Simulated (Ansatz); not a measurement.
# AlH4+ (singlet): from Hartree-Fock to the top rungs at distance H2–H3 = 1.651 Å, cc-pVDZ

How much of the correlation energy of AlH4+ (singlet) does each wave-function method recover here?

The runs use Ansatz 0.2.0, Gaussian basis; cc-pVDZ, correlated electrons: outside noble gas.

The runs, in order: UHF; CCSD(T) on RHF; CCSD(T) on UHF; BCCD(T) on RHF; CISD; CCSDT(Q) on RHF; CCSDT(Q) on UHF; CASSCF and MRCISD+Q, 2 electrons in 2 orbitals; CASSCF and NEVPT2, 2 electrons in 2 orbitals; Full CI.

### Step 1. The system

The geometry derives from a PBE0/def2-TZVP stationary point (not a proven minimum). One bond is set to the value named and the two fragments are kept rigid.

5 atoms, charge 1, spin multiplicity 1.

Atoms are counted from 1 here; the program's logs count them from 0.

Bond lengths: Al1–H4 1.552 Å, Al1–H5 1.552 Å. Angles: H4–Al1–H5 164.0°.

In the tables R marks a restricted determinant and U an unrestricted one; 'pair' is the active space of 2 electrons in 2 orbitals; correlation energies count from the lowest restricted Hartree-Fock solution.

### Step 2. UHF

File in.yaml:

```yaml
crystal:
  periodic: [false, false, false]
  atoms:
    - {symbol: Al, position_ang: [0.000000, -0.028646, -0.118619]}
    - {symbol: H, position_ang: [0.000001, -0.413439, 1.922431]}
    - {symbol: H, position_ang: [-0.000001, 1.237561, 1.922431]}
    - {symbol: H, position_ang: [-0.000002, 1.508289, -0.334770]}
    - {symbol: H, position_ang: [0.000002, -1.565581, -0.334771]}
basis:
  gaussian: {orbitals: cc-pVDZ}
total_charge: 1
magnetization: {spin_polarized: true, initial_magnetization: 0}
hamiltonian: {xc: hf}
output: {orbitals: {seedname: orbitals}}
```

Run with:

```
ansatz run in.yaml --threads 1 --pin off --events-out ev --progress --plain --max-ram 2393MiB
```

After this run come: CCSD(T) on RHF; CCSD(T) on UHF; BCCD(T) on RHF; CISD; CCSDT(Q) on RHF; CCSDT(Q) on UHF; CASSCF and MRCISD+Q, 2 electrons in 2 orbitals; CASSCF and NEVPT2, 2 electrons in 2 orbitals; Full CI.

Q: Predict the results of all the runs planned. Wanted: correlation energy, FCI; RMP2 from FCI; UMP2 from FCI; RCCSD from FCI; RCCSD(T) from FCI; UCCSD(T) from FCI; RCCSDT(Q) from FCI; UCCSDT(Q) from FCI; NEVPT2 pair from FCI.

The runs gave:

```
                                      quantity                                                                             value
                       correlation energy, FCI                                                                        -3.5971 eV
                                 RMP2 from FCI                                                                   +25.28 kcal/mol
                                 UMP2 from FCI                                                                   +30.95 kcal/mol
                                RCCSD from FCI                                                                    +1.54 kcal/mol
                             RCCSD(T) from FCI                                                                    +0.38 kcal/mol
                             UCCSD(T) from FCI                                                                    +0.64 kcal/mol
                            RCCSDT(Q) from FCI                                                                    +0.02 kcal/mol
                            UCCSDT(Q) from FCI                                                                    +0.02 kcal/mol
                          NEVPT2 pair from FCI                                                                   +14.22 kcal/mol
                        MRCISD+Q pair from FCI                                                                    -0.27 kcal/mol
levels of the table within 1 kcal/mol (43 meV)  RCCSD(T), UCCSD(T), BCCD(T), RCCSDT, UCCSDT, RCCSDT(Q), UCCSDT(Q), MRCISD+Q pair
                                 T1 diagnostic                                                                             0.024
                effectively unpaired electrons                                                                              0.23
```

What this shows: RCCSD(T) lands +0.38 kcal/mol from the yardstick (0.5 % of the correlation energy). MRCISD+Q pair falls below full CI, which methods that aren't variational can do. The occupations show some static correlation. Of the multireference levels listed MRCISD+Q pair comes nearest in total energy (-0.27 kcal/mol), which doesn't show that its space is the better one. These misses are within one basis, not against nature; the frozen cores of restricted and unrestricted runs differ, which can shift their rows.
